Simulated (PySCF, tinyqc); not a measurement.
Worked calculation: CCSD on RHF in the sto-3g basis, for CH+, spin multiplicity 1. The lowest restricted solution is unstable here: a spin-polarised one lies 0.0088 hartree lower (PySCF). Computed by tinyqc, a small Python program that keeps every step (integrals from PySCF). Settings: charge = 1, multiplicity = 1, basis = sto-3g, method = RHF, energy threshold = 1e-10, iteration cap = 68, orthogonalisation = canonical, start = Wolfsberg-Helmholz matrix, DIIS depth = 6, amplitude equations = CCSD, DIIS depth for amplitudes = 6, cap on updates = 73. Command: `OMP_NUM_THREADS=1 python tinyqc.py 30782 30783 out.jsonl` (the two numbers bound the seeds that draw the settings). One thread of a shared host (Intel(R) Xeon(R) Processor @ 2.60GHz), about 0.2 s of CPU time with the checks. The early iterations of the SCF are left out here.

## One-electron integrals

Geometry (angstrom):

| atom | x | y | z |
|---|---|---|---|
| C | 0.000000 | 0.000000 | 0.000000 |
| H | 0.000000 | 0.000000 | 1.342000 |

Basis sto-3g: exponents (1/bohr^2) and contraction coefficients of normalised primitives:

| element | l (shell) | exponent | coefficient |
|---|---|---|---|
| C | s (1) | 71.616837 | 0.154329 |
| C | s (1) | 13.045096 | 0.535328 |
| C | s (1) | 3.530512 | 0.444635 |
| C | s (2) | 2.941249 | -0.099967 |
| C | s (2) | 0.683483 | 0.399513 |
| C | s (2) | 0.222290 | 0.700115 |
| C | p (3) | 2.941249 | 0.155916 |
| C | p (3) | 0.683483 | 0.607684 |
| C | p (3) | 0.222290 | 0.391957 |
| H | s (1) | 3.425251 | 0.154329 |
| H | s (1) | 0.623914 | 0.535328 |
| H | s (1) | 0.168855 | 0.444635 |

Overlap, kinetic and nuclear-attraction integrals over the contracted functions; the nuclear repulsion is the sum of Za Zb / Rab.

nuclear repulsion = 2.36591898 hartree

overlap S, lower triangle:
```
           1C 1s     1C 2s    1C 2px    1C 2py    1C 2pz     2H 1s
1C 1s   1.000000
1C 2s   0.248362  1.000000
1C 2px  0.000000  0.000000  1.000000
1C 2py  0.000000  0.000000  0.000000  1.000000
1C 2pz  0.000000  0.000000  0.000000  0.000000  1.000000
2H 1s   0.034841  0.356780  0.000000  0.000000  0.372606  1.000000
```

kinetic energy T (hartree), lower triangle:
```
            1C 1s     1C 2s    1C 2px    1C 2py    1C 2pz     2H 1s
1C 1s   15.891122
1C 2s   -0.085890  0.472250
1C 2px   0.000000  0.000000  1.477728
1C 2py   0.000000  0.000000  0.000000  1.477728
1C 2pz   0.000000  0.000000  0.000000  0.000000  1.477728
2H 1s   -0.010526  0.042424  0.000000  0.000000  0.133008  0.760032
```

nuclear attraction V (hartree), lower triangle:
```
             1C 1s      1C 2s     1C 2px     1C 2py     1C 2pz      2H 1s
1C 1s   -34.047061
1C 2s    -4.290163  -5.580727
1C 2px    0.000000   0.000000  -5.511703
1C 2py    0.000000   0.000000   0.000000  -5.511703
1C 2pz   -0.011173  -0.124188   0.000000   0.000000  -5.593168
2H 1s    -0.610473  -1.589170   0.000000   0.000000  -1.535518  -3.573944
```

core Hamiltonian H = T + V (hartree), lower triangle:
```
             1C 1s      1C 2s     1C 2px     1C 2py     1C 2pz      2H 1s
1C 1s   -18.155939
1C 2s    -4.376053  -5.108477
1C 2px    0.000000   0.000000  -4.033975
1C 2py    0.000000   0.000000   0.000000  -4.033975
1C 2pz   -0.011173  -0.124188   0.000000   0.000000  -4.115440
2H 1s    -0.620999  -1.546746   0.000000   0.000000  -1.402510  -2.813912
```

## Two-electron integrals

Functions are numbered as in S; the eight-fold symmetry (ij|kl) = (ji|kl) = (kl|ij) leaves the list below.

Two-electron integrals (ij|kl) in chemists' order, unique and non-zero (hartree):
```
(11|11) 3.541948   (21|11) 0.576921   (21|21) 0.111888   (22|11) 0.854682
(22|21) 0.205284   (22|22) 0.624709   (31|31) 0.020296   (32|31) 0.030858
(32|32) 0.137996   (33|11) 0.852436   (33|21) 0.205335   (33|22) 0.624568
(33|33) 0.672833   (41|41) 0.020296   (42|41) 0.030858   (42|42) 0.137996
(43|43) 0.036269   (44|11) 0.852436   (44|21) 0.205335   (44|22) 0.624568
(44|33) 0.600295   (44|44) 0.672833   (51|51) 0.020296   (52|51) 0.030858
(52|52) 0.137996   (53|53) 0.036269   (54|54) 0.036269   (55|11) 0.852436
(55|21) 0.205335   (55|22) 0.624568   (55|33) 0.600295   (55|44) 0.600295
(55|55) 0.672833   (61|11) 0.081201   (61|21) 0.015666   (61|22) 0.028739
(61|33) 0.028645   (61|44) 0.028645   (61|51) 0.000921   (61|52) 0.001737
(61|55) 0.028935   (61|61) 0.002239   (62|11) 0.220913   (62|21) 0.053899
(62|22) 0.183929   (62|33) 0.179302   (62|44) 0.179302   (62|51) 0.005090
(62|52) 0.037185   (62|55) 0.192999   (62|61) 0.007879   (62|62) 0.075143
(63|31) 0.005129   (63|32) 0.028096   (63|53) 0.006997   (63|63) 0.008515
(64|41) 0.005129   (64|42) 0.028096   (64|54) 0.006997   (64|64) 0.008515
(65|11) 0.199139   (65|21) 0.049169   (65|22) 0.177913   (65|33) 0.169131
(65|44) 0.169131   (65|51) 0.009100   (65|52) 0.060906   (65|55) 0.195274
(65|61) 0.007473   (65|62) 0.086135   (65|65) 0.105452   (66|11) 0.390998
(66|21) 0.096958   (66|22) 0.378104   (66|33) 0.359065   (66|44) 0.359065
(66|51) 0.010476   (66|52) 0.105573   (66|55) 0.415650   (66|61) 0.014305
(66|62) 0.204808   (66|65) 0.258045   (66|66) 0.774606
```

## Orthogonalisation

S = U s U^T; canonical form X = U s^(-1/2), so that X^T S X = 1. Each column of U has its largest component positive (the first on a tie).

eigenvalues of S: 0.463574  0.819274  1.000000  1.000000  1.157976  1.559176

X:
```
                1          2          3         4          5         6
1C 1s    0.304095   0.760097   0.000000  0.000000   0.590490  0.226568
1C 2s   -0.794726  -0.515506   0.000000  0.000000   0.407919  0.436304
1C 2px   0.000000   0.000000   0.828353  0.560207   0.000000  0.000000
1C 2py   0.000000   0.000000  -0.560207  0.828353   0.000000  0.000000
1C 2pz  -0.682939   0.552522   0.000000  0.000000  -0.543506  0.350562
2H 1s    0.983200  -0.267992   0.000000  0.000000  -0.230434  0.526095
```

Within a degenerate level the vectors are fixed only up to a rotation; this is one choice.

## Iteration 7 (converged): orbitals

converged F (hartree), lower triangle:
```
             1C 1s      1C 2s     1C 2px     1C 2py     1C 2pz      2H 1s
1C 1s   -11.672546
1C 2s    -3.103396  -1.887546
1C 2px    0.000000   0.000000  -0.267275
1C 2py    0.000000   0.000000   0.000000  -0.267275
1C 2pz   -0.016796  -0.060677   0.000000   0.000000  -0.707865
2H 1s    -0.446495  -0.650240   0.000000   0.000000  -0.566953  -0.674851
```

Diagonalise F' = X^T F X, C = X C', fill 3 alpha and 3 beta electrons from the bottom; D = 2 C_occ C_occ^T. Each column has its largest component positive (the first on a tie).

F' = X^T F X (hartree), lower triangle:
```
           1          2          3          4          5          6
1  -0.302408
2  -1.172017  -4.887321
3   0.000000   0.000000  -0.267275
4   0.000000   0.000000   0.000000  -0.267275
5  -0.916347  -4.585631   0.000000   0.000000  -5.984609
6  -0.316164  -2.315146   0.000000   0.000000  -2.744587  -2.481139
```

orbital energies (hartree): MO1 -11.676983, MO2 -1.179496, MO3 -0.820511, MO4 -0.267275, MO5 -0.267275, MO6 0.021514

coefficients C:
```
              MO1        MO2        MO3        MO4       MO5        MO6
1C 1s    0.994404  -0.245630   0.113599   0.000000  0.000000   0.090301
1C 2s    0.022349   0.880544  -0.489456   0.000000  0.000000  -0.488541
1C 2px   0.000000   0.000000   0.000000  -0.024399  0.999702   0.000000
1C 2py   0.000000   0.000000   0.000000   0.999702  0.024399   0.000000
1C 2pz   0.003260   0.171077   0.720725   0.000000  0.000000  -0.800784
2H 1s   -0.004679   0.246197   0.417179   0.000000  0.000000   1.064756
```

D after iteration 7, lower triangle:
```
            1C 1s      1C 2s    1C 2px    1C 2py    1C 2pz     2H 1s
1C 1s    2.124156
1C 2s   -0.499332   2.030848
1C 2px   0.000000   0.000000  0.000000
1C 2py   0.000000   0.000000  0.000000  0.000000
1C 2pz   0.086189  -0.404100  0.000000  0.000000  1.097446
2H 1s   -0.035469   0.024984  0.000000  0.000000  0.685549  0.469346
```

Within a degenerate level the vectors are fixed only up to a rotation; this is one choice.

## Convergence

Stop when the energy changes by less than 1e-10 hartree and every element of the error matrix X^T (F D S - S D F) X is below 3e-06.

Course of the cycle:

| iteration | E (hartree) | change | largest element of the error matrix |
|---|---|---|---|
| 1 | -37.35137194 | - | 3.62e-01 |
| 2 | -37.43335738 | -8.20e-02 | 9.71e-02 |
| 3 | -37.44360313 | -1.02e-02 | 1.08e-02 |
| 4 | -37.44373059 | -1.27e-04 | 1.62e-03 |
| 5 | -37.44373265 | -2.06e-06 | 1.97e-05 |
| 6 | -37.44373265 | -4.72e-10 | 3.18e-06 |
| 7 | -37.44373265 | -1.29e-11 | 7.62e-09 |

PySCF RHF in the same basis = -37.44373265 hartree

Converged in 7 iterations.

## Integrals over molecular orbitals

(pq|rs) = sum C_ip C_jq C_kr C_ls (ij|kl), one index at a time.

one-electron integrals over orbitals h = C^T H C (hartree), lower triangle:
```
            1          2          3          4          5          6
1  -18.144410
2    0.369773  -4.204491
3   -0.162713   0.196867  -3.783760
4    0.000000   0.000000   0.000000  -4.033975
5    0.000000   0.000000   0.000000   0.000000  -4.033975
6   -0.129109   0.554439   0.564199   0.000000   0.000000  -3.024525
```

Two-electron integrals over orbitals (pq|rs), unique and non-zero (hartree):
```
(11|11) 3.513538    (21|11) -0.323899   (21|21) 0.047940    (22|11) 0.777752
(22|21) -0.010512   (22|22) 0.583778    (31|11) 0.147611    (31|21) -0.018684
(31|22) 0.015110    (31|31) 0.021630    (32|11) -0.096526   (32|21) 0.008375
(32|22) 0.025331    (32|31) 0.013222    (32|32) 0.106940    (33|11) 0.733977
(33|21) -0.011070   (33|22) 0.520296    (33|31) -0.006743   (33|32) -0.047831
(33|33) 0.583273    (41|41) 0.021457    (42|41) 0.025919    (42|42) 0.108601
(43|41) -0.011651   (43|42) -0.039604   (43|43) 0.043431    (44|11) 0.852066
(44|21) -0.010038   (44|22) 0.574728    (44|31) 0.004363    (44|32) -0.052640
(44|33) 0.543301    (44|44) 0.672833    (51|51) 0.021457    (52|51) 0.025919
(52|52) 0.108601    (53|51) -0.011651   (53|52) -0.039604   (53|53) 0.043431
(54|54) 0.036269    (55|11) 0.852066    (55|21) -0.010038   (55|22) 0.574728
(55|31) 0.004363    (55|32) -0.052640   (55|33) 0.543301    (55|44) 0.600295
(55|55) 0.672833    (61|11) 0.117711    (61|21) -0.020325   (61|22) -0.004397
(61|31) -0.003929   (61|32) -0.016327   (61|33) 0.013334    (61|44) 0.003246
(61|55) 0.003246    (61|61) 0.018432    (62|11) -0.187127   (62|21) 0.003068
(62|22) -0.082299   (62|31) -0.013423   (62|32) 0.004473    (62|33) -0.019484
(62|44) -0.097581   (62|55) -0.097581   (62|61) 0.008439    (62|62) 0.087644
(63|11) -0.195938   (63|21) 0.004551    (63|22) -0.047288   (63|31) 0.003409
(63|32) 0.079242    (63|33) -0.077202   (63|44) -0.101498   (63|55) -0.101498
(63|61) -0.006120   (63|62) 0.065030    (63|63) 0.123840    (64|41) -0.008538
(64|42) -0.034763   (64|43) -0.003544   (64|64) 0.023114    (65|51) -0.008538
(65|52) -0.034763   (65|53) -0.003544   (65|65) 0.023114    (66|11) 0.617877
(66|21) -0.004563   (66|22) 0.526678    (66|31) 0.013530    (66|32) 0.090002
(66|33) 0.493422    (66|44) 0.460474    (66|55) 0.460474    (66|61) -0.007828
(66|62) 0.008150    (66|63) 0.065716    (66|66) 0.636832
```

## CCSD: starting amplitudes

t_ij^ab = <ij||ab> / (e_i + e_j - e_a - e_b), whose energy is MP2.

Starting amplitudes (spin orbitals 1a, 1b, ...; amplitudes related by a flip of all spins are not repeated):

| from | to | t |
|---|---|---|
| 3a 3b | 6a 6b | -0.073537 |
| 2a 2b | 4a 4b | -0.059526 |
| 2a 2b | 5a 5b | -0.059526 |
| 3a 3b | 4a 4b | -0.039252 |
| 3a 3b | 5a 5b | -0.039252 |
| 2a 2b | 6a 6b | -0.036488 |
| 2a 3b | 6a 6b | -0.031830 |
| 2a 3b | 4a 4b | 0.027025 |
| 2a 3b | 5a 5b | 0.027025 |
| 1a 2b | 4a 4b | -0.002104 |
| 1a 2b | 5a 5b | -0.002104 |
| 1a 3b | 4a 4b | 0.000974 |
| 1a 3b | 5a 5b | 0.000974 |
| 1a 1b | 4a 4b | -0.000940 |
| 1a 1b | 5a 5b | -0.000940 |
| 1a 1b | 6a 6b | -0.000788 |
| 1a 2b | 6a 6b | -0.000654 |
| 1a 3b | 6a 6b | 0.000488 |

correlation energy = -0.03739967 hartree

## CCSD: amplitude update 1

t_i^a D_i^a and t_ij^ab D_ij^ab are set to the remaining terms of the spin-orbital equations, evaluated with the old amplitudes; for the doubles these are <ij||ab> + 1/2 <ab||ef> t_ij^ef + 1/2 <mn||ij> t_mn^ab + P(ij)P(ab) <mb||ej> t_im^ae + terms in t^2 + terms with t1, D the orbital-energy denominators.

Amplitudes after update 1 (spin orbitals 1a, 1b, ...; amplitudes related by a flip of all spins are not repeated):

| from | to | t |
|---|---|---|
| 3a 3b | 6a 6b | -0.097697 |
| 2a 2b | 4a 4b | -0.084468 |
| 2a 2b | 5a 5b | -0.084468 |
| 3a 3b | 4a 4b | -0.060480 |
| 3a 3b | 5a 5b | -0.060480 |
| 2a 3b | 6a 6b | -0.048429 |
| 2a 3b | 4a 4b | 0.045006 |
| 2a 3b | 5a 5b | 0.045006 |
| 2a 2b | 6a 6b | -0.044933 |
| 3a | 6a | 0.012299 |
| 2a | 6a | -0.002539 |
| 1a 2b | 4a 4b | -0.002112 |
| 1a 2b | 5a 5b | -0.002112 |
| 1a 3b | 5a 5b | 0.000919 |
| 1a 3b | 4a 4b | 0.000919 |
| 1a 1b | 4a 4b | -0.000760 |
| 1a 1b | 5a 5b | -0.000760 |
| 1a 1b | 6a 6b | -0.000658 |
| 1a 2b | 6a 6b | -0.000620 |
| 1a 3b | 6a 6b | 0.000346 |
| 1a | 6a | -0.000028 |

correlation energy = -0.05337139 hartree

## CCSD: convergence

E_corr = 1/4 sum <ij||ab> t_ij^ab + 1/2 sum <ij||ab> t_i^a t_j^b; stop when the norm of the change is below 1e-8.

Course of the amplitude iterations:

| update | correlation energy (hartree) | norm of the change |
|---|---|---|
| 0 | -0.03739967 | - |
| 1 | -0.05337139 | 1.37e-01 |
| 2 | -0.06084038 | 7.04e-02 |
| 3 | -0.06830225 | 3.74e-02 |
| 4 | -0.06812602 | 4.96e-03 |
| 5 | -0.06825776 | 1.95e-03 |
| 6 | -0.06819283 | 5.63e-04 |
| 7 | -0.06815980 | 1.59e-04 |
| 8 | -0.06816843 | 5.52e-05 |
| 9 | -0.06816843 | 1.11e-06 |
| 10 | -0.06816842 | 1.96e-07 |
| 11 | -0.06816842 | 3.13e-08 |
| 12 | -0.06816842 | 4.98e-09 |

Converged amplitudes (spin orbitals 1a, 1b, ...; amplitudes related by a flip of all spins are not repeated):

| from | to | t |
|---|---|---|
| 3a 3b | 6a 6b | -0.119805 |
| 2a 2b | 5a 5b | -0.103546 |
| 2a 2b | 4a 4b | -0.103546 |
| 3a 3b | 4a 4b | -0.092185 |
| 3a 3b | 5a 5b | -0.092185 |
| 2a 3b | 4a 4b | 0.068752 |
| 2a 3b | 5a 5b | 0.068752 |
| 2a 3b | 6a 6b | -0.059088 |
| 2a 2b | 6a 6b | -0.046279 |
| 3a | 6a | 0.028343 |
| 2a | 6a | -0.006954 |
| 1a 2b | 4a 4b | -0.001920 |
| 1a 2b | 5a 5b | -0.001920 |
| 1a 2b | 6a 6b | -0.000658 |
| 1a 3b | 5a 5b | 0.000646 |
| 1a 3b | 4a 4b | 0.000646 |
| 1a 1b | 6a 6b | -0.000646 |
| 1a 1b | 5a 5b | -0.000555 |
| 1a 1b | 4a 4b | -0.000555 |
| 1a 3b | 6a 6b | 0.000298 |
| 1a | 6a | 0.000064 |

CCSD total energy = -37.51190107 hartree

T1 diagnostic, norm of the one-spin t1 over sqrt(correlated electrons) = 0.011914

Converged in 12 updates, with DIIS from the third.
